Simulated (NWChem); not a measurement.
# methanethiol (CH$_{4}$S); SMILES SC

Computed with NWChem. Pople sets run with spherical d functions. Geometry: optimised at PBE-D3(BJ)/def2-SVP. Solvent water, SMD (1 M gas to 1 M solution), gas-phase geometry.

Problem. Taking M06-2X/6-311++G** as the yardstick, which of these has the fewest basis functions while keeping “dipole in solution (D)” within 0.1 D of it: M06-2X/6-31+G*; M06-2X/6-311G**; M06-2X/6-31G*; M06-2X/3-21G; M06-2X/STO-3G?

Solution. M06-2X/6-31G*.
```json
[
 {"level": "M06-2X/STO-3G", "basis functions": "18", "dipole in solution (D)": "1.06", "relative time (rough)": "1"},
 {"level": "M06-2X/3-21G", "basis functions": "30", "dipole in solution (D)": "2.42", "relative time (rough)": "1"},
 {"level": "M06-2X/6-31G*", "basis functions": "40", "dipole in solution (D)": "2.17", "relative time (rough)": "2"},
 {"level": "M06-2X/6-31+G*", "basis functions": "48", "dipole in solution (D)": "2.26", "relative time (rough)": "2"},
 {"level": "M06-2X/6-311G**", "basis functions": "68", "dipole in solution (D)": "2.22", "relative time (rough)": "4"},
 {"level": "M06-2X/6-311++G**", "basis functions": "80", "dipole in solution (D)": "2.23", "relative time (rough)": "5"}
]
```

The yardstick is one finite set, not the basis-set limit.
